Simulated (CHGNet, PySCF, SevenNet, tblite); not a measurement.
Zinc-blende AlAs, cohesive energy

Reference value: 3.82 eV/atom (measured, static lattice: zero-point vibration energy added, our sources range from 3.82 to 4.00; as tabulated in Mejia-Rodriguez and Trickey (2018), arXiv:1807.09216).

| level (code) | value (eV/atom) | cell (Å³/atom) | error (eV/atom) |
|---|---|---|---|
| IPEA1-xTB (tblite) | 7.76 | 21.73 | +3.94 |
| CHGNet 0.3.0 | 3.76 | 23.57 | -0.06 |
| SevenNet-0 | 3.58 | 23.50 | -0.24 |
| SevenNet-l3i5 | 3.63 | 23.57 | -0.19 |
| PBE (PySCF) | 3.60 ± 0.05 | 23.59 | -0.22 |
| Hartree–Fock (PySCF) | 2.34 ± 0.09 | 23.37 | -1.48 |
| MP2 (PySCF) | 4.19 ± 0.1 | 22.19 | +0.37 |

Leaving aside IPEA1-xTB (doubt noted below), CHGNet 0.3.0 (doubt noted below), SevenNet-0 (doubt noted below), SevenNet-l3i5 (doubt noted below): Once the reference is moved by up to 0.18 eV/atom (a margin picked here for doubts on the reference and the settings) and values within 0.03 eV/atom count as equal, the nearest can be PBE (-0.22 eV/atom) or MP2 (+0.37 eV/atom). Farthest off among them: Hartree–Fock (-1.48 eV/atom).

A ± on a computed value is a rough bar: the spread of its extrapolation, a floor set from checks against published values, or a statistical error. IPEA1-xTB: the free atoms are run in the same model without spin. IPEA1-xTB: this parameter set was refitted to ionisation energies, not structures. IPEA1-xTB: the run uses a supercell at the zone centre in place of a k mesh. CHGNet 0.3.0, SevenNet-0, SevenNet-l3i5: free atoms can lie outside what these potentials were trained on. Each level is taken at its own relaxed cell.

Machine-learned potentials (CHGNet 0.3.0, SevenNet-0, SevenNet-l3i5) are trained on DFT data: a solid inside that data is no test of them.

Differences are worked out from the printed values.
